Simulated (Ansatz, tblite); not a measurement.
# The cluster Ag₂I+: a ladder of methods and basis sets

One table from this session's results is given with a row withheld; the runs are named, their logs left out.

Program: Ansatz 0.2.0, Gaussian basis. Level of theory: as each input shows. These are calculated values, not measurements.

The runs, in order: GFN1-xTB, GFN2-xTB, PBE-D4/def2-TZVP, r2SCAN-D4/def2-TZVP, r2SCANh-D4/def2-TZVP, PBE-QIDH/def2-TZVP, B2PLYP/def2-TZVP, r2SCAN0-D4/def2-TZVP, B97M-V/def2-TZVP, PBE-D4/def2-SVP, PBE0-D4/def2-SVP, CCSD(T)/def2-TZVPP, MP2/def2-TZVP, RPA/def2-TZVP.

3 further runs of the same task are left out: 3 set aside as unsound or not needed. Runs told in other sessions of the task aren't counted.

**The geometry**

The singlet was relaxed beforehand with PBE-D4/def2-TZVP. At that level it is the lowest of the isomers that a small search found.

3 atoms, charge 1, spin multiplicity 1.

Bond lengths: Ag1–I3 2.630 Å, Ag2–I3 2.632 Å. Angles: Ag1–I3–Ag2 95.9°.

As a file:

```xyz
3
charge 1, multiplicity 1
Ag    1.40311   -1.46498    0.21239
Ag   -0.38112    1.92173   -0.56978
I    -1.02200   -0.45675    0.35738
```

Ag, I take a core potential in the def2 sets. No spin-orbit coupling is included. The ion is computed in the gas phase, without counter-ions or solvent.

PBE0-D4/def2-TZVP was run before; its log isn't repeated, and its numbers join the tables.

Set-up of the first run:

Tight binding, by tblite at 300 K electronic temperature and without a spin-polarisation term:

```python
tblite.interface.Calculator('GFN1-xTB', numbers, positions, charge=1, uhf=0).singlepoint()
```

Tight binding, by tblite at 300 K electronic temperature and without a spin-polarisation term:

```python
tblite.interface.Calculator('GFN2-xTB', numbers, positions, charge=1, uhf=0).singlepoint()
```

start.molden holds the orbitals of an earlier run on this state, given as this run's starting guess.

Input file in.yaml:

```yaml
crystal:
  periodic: [false, false, false]
  atoms:
    - {symbol: Ag, position_ang: [1.403115, -1.464983, 0.212393]}
    - {symbol: Ag, position_ang: [-0.381124, 1.921733, -0.569780]}
    - {symbol: I, position_ang: [-1.022001, -0.456750, 0.357378]}
basis:
  gaussian: {orbitals: def2-TZVP, initial_orbitals: start.molden}
total_charge: 1
hamiltonian: {xc: pbe, dispersion: d4}
scf: {omitted_lower_state_checks: [starts]}
output: {orbitals: {seedname: orbitals}}
```

Launch:

```bash
$ ansatz run in.yaml --threads 4 --pin off --events-out ev --progress --plain --max-ram 3916MiB
```

Among the steps run: PBE-D4/def2-TZVP; r2SCAN-D4/def2-TZVP; r2SCANh-D4/def2-TZVP; PBE-QIDH/def2-TZVP; B2PLYP/def2-TZVP; r2SCAN0-D4/def2-TZVP; B97M-V/def2-TZVP; PBE-D4/def2-SVP; PBE0-D4/def2-SVP; CCSD(T)/def2-TZVPP; MP2/def2-TZVP; RPA/def2-TZVP.

One of the session's tables, all rows but one given; the rest of the session is left out.

It belongs to the step «Levels side by side». 

```
               level  HOMO (eV)  LUMO (eV)  gap (eV)
     PBE-D4/def2-SVP     -10.96      -8.38      2.58
    PBE-D4/def2-TZVP     -10.96      -8.36      2.60
 r2SCAN-D4/def2-TZVP     -11.09      -8.03      3.07
    B97M-V/def2-TZVP          ?          ?         ?
r2SCANh-D4/def2-TZVP     -11.46      -7.67      3.79
    PBE0-D4/def2-SVP     -11.92      -7.39      4.53
   PBE0-D4/def2-TZVP     -11.90      -7.35      4.55
r2SCAN0-D4/def2-TZVP     -12.02      -7.16      4.86
```

**Question.** Estimate the row for B97M-V/def2-TZVP.

**Answer.** HOMO (eV): -11.10; LUMO (eV): -8.14; gap (eV): 2.96. In the column «HOMO (eV)» it lies between r2SCANh-D4/def2-TZVP (-11.46) and r2SCAN-D4/def2-TZVP (-11.09).
